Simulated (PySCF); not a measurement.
## Energy of F (fluorine, neutral) between two integer charges

The 2p beta orbital of [He] 2s2 2p5 is emptied in steps (occupation f), with all orbitals relaxed, ending at [He] 2s2 2p4. Calculation: PySCF 2.14, in def2-TZVP (5s3p2d1f, 31 functions); the non-relativistic Hamiltonian (point nucleus). The exact energy is a straight line in f; departures are measured from the line between the end points of the same method.

Problem. Among UHF, LDA, PBE, PBE0, r2SCAN, LC-wPBE, BHandHLYP, wB97X, BLYP, MN15, which shows the largest delocalisation error (convex curve), and which is closest to linear?

Solution. Most convex: LDA (-1.884 eV at f = 0.4); closest to linear: LC-wPBE (-0.544 eV).

| f | UHF (eV) | LDA (eV) | PBE (eV) | PBE0 (eV) | r2SCAN (eV) | LC-wPBE (eV) | BHandHLYP (eV) | wB97X (eV) | BLYP (eV) | MN15 (eV) |
| --- | --- | --- | --- | --- | --- | --- | --- | --- | --- | --- |
| 1 | 0.000 | 0.000 | 0.000 | 0.000 | 0.000 | 0.000 | 0.000 | 0.000 | 0.000 | 0.000 |
| 0.8 | 0.427 | -1.241 | -1.201 | -0.797 | -1.090 | -0.366 | -0.406 | -0.382 | -1.207 | -0.643 |
| 0.6 | 0.610 | -1.874 | -1.806 | -1.197 | -1.624 | -0.548 | -0.619 | -0.573 | -1.819 | -0.961 |
| 0.4 | 0.582 | -1.884 | -1.807 | -1.197 | -1.604 | -0.544 | -0.628 | -0.569 | -1.825 | -0.954 |
| 0.2 | 0.371 | -1.262 | -1.201 | -0.795 | -1.048 | -0.357 | -0.425 | -0.372 | -1.218 | -0.627 |
| 0 | 0.000 | 0.000 | 0.000 | 0.000 | 0.000 | 0.000 | 0.000 | 0.000 | 0.000 | 0.000 |

```tsv
method	E(f=0) − E(f=1) (eV)	−ε at f=1 (eV)	−ε at f=0.4 (eV)
UHF	15.655	18.467	15.038
LDA	17.923	10.226	19.446
PBE	17.616	10.138	19.131
PBE0	17.423	12.459	18.432
r2SCAN	17.517	10.678	18.979
LC-wPBE	17.728	15.452	18.213
BHandHLYP	17.294	14.806	17.770
wB97X	17.439	15.065	17.949
BLYP	17.662	10.156	19.162
MN15	17.582	13.566	18.425
```

Reference removal energy between the ground levels: 17.423 eV (measured; NIST Atomic Spectra Database, ionization energies). The calculation has no spin-orbit coupling. UHF lacks correlation.
